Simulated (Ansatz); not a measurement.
## [SiH₃···H···OH], doublet along the distance Si1-H5

Starting geometry:

```xyz
7

Si   -1.0916    0.0193    0.0000
H    -1.5864    1.4190    0.0000
H    -1.5864   -0.6806    1.2122
H    -1.5864   -0.6806   -1.2122
H     0.3930    0.0193    0.0000
O     2.0464    0.0193    0.0000
H     2.2983   -0.9207    0.0000
```

From there H5 is moved from one fragment to the other while all else, the fragments' distance too, stays fixed, so the hump isn't the reaction's barrier; atoms are numbered as listed. Energies are in kJ/mol, counted from the starting geometry at the same level. Kohn–Sham curves are unrestricted where that lies lower.

Basis cc-pVDZ; Ansatz 0.2.0. Correlated methods freeze the noble-gas cores. R marks a restricted (for open shells ROHF) determinant, U an unrestricted one.

In so small a basis the reference is far from its limit while semilocal and hybrid functionals are nearer theirs (RPA and double hybrids share much of the reference's basis error), so the functionals' errors here hold much of the reference's basis and frozen-core error, which can add to them or hide them.

Full CI isn't at hand for all of this; UCCSDT(Q) serves as the reference, and is uncertain by about the last step of the cluster series.

```csv
distance Si1-H5 (Å),UCCSDT(Q),SPW92,PBE,r2SCAN,PBE0,B3LYP,wB97M-V,B2PLYP,RPA-PBE
1.485,0.0,0.0,0.0,0.0,0.0,0.0,0.0,0.0,0.0
1.579,3.6,-15.4,-10.0,-4.9,-3.5,-3.2,0.2,0.5,0.8
1.769,7.4,-41.7,-26.7,-13.5,-9.3,-7.5,-0.1,0.1,1.4
1.958,-40.1,-85.7,-66.3,-54.5,-51.4,-45.6,-43.7,-45.0,-37.4
2.148,-97.2,-119.4,-101.7,-98.3,-99.5,-89.4,-94.7,-96.4,-85.6
```

Problem. Judged by the spread of the error over the points with a reference (largest less smallest), which of these follows UCCSDT(Q) best and which worst?

Solution. Subtracting the UCCSDT(Q) column from each: best B2PLYP (errors from -7.3 to 0.7, spread 8.1 kJ/mol), worst SPW92 (from -49.2 to 0.0, spread 49.2 kJ/mol). Functionals and wave-function methods converge differently with the basis, so part of this is basis effect.
